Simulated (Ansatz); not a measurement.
**Property card for Ge**

These are results of DFT r2SCAN, scalar-relativistic, plane waves, PAW (Ansatz 0.2.0), not measurements.

Plane waves to 500 eV, a k mesh through Γ of 6×6×4 on the computed 12-atom cell and Gaussian smearing (0.02 eV); no spin polarisation.

The structure is relaxed at this level of theory with its symmetry kept. This form isn't the element's structure at ambient conditions.

```
Ge
1.0
     5.94858    0.00000    0.00000
     0.00000    5.94858    0.00000
     0.00000    0.00000    7.08936
Ge
12
Cartesian
  0.5025 0.5025 0.0000
  2.4718 3.4768 5.3170
  5.4461 5.4461 3.5447
  3.4768 2.4718 1.7723
  1.0065 2.2177 1.7318
  0.7566 3.9808 -0.0405
  4.9421 3.7309 5.2765
  5.1920 1.9678 3.5042
  3.9808 0.7566 0.0405
  3.7309 4.9421 1.8129
  1.9678 5.1920 3.5852
  2.2177 1.0065 5.3575
```

- Space group: P4_32_12 (No. 96)
- Volume per atom: 20.91 Å³
- Formation energy from the elements' standard states (uncorrected): +0.176 eV/atom
- Generalised Kohn–Sham band gap: 0.71 eV, indirect from (0.331, 0.332, -0.056) to (0.348, 0.348, 0.000)
- Löwdin character of the top 1 eV of the valence band: Ge 4p 95 %
- Löwdin character of the lowest 1 eV of the conduction band: Ge 4p 60 %, Ge 4s 36 %, unprojected 5 %
- Electron masses at the edge by Cartesian direction of the standard setting (m_e; degenerate bands sorted by energy; no spin-orbit coupling): x: 0.093; y: 0.093; z: 0.13
- Hole masses at the edge by Cartesian direction of the standard setting (m_e; degenerate bands sorted by energy; no spin-orbit coupling): x: 0.16; y: 0.16; z: 0.59
- Bulk modulus: 61 GPa
- Its pressure derivative: 4.4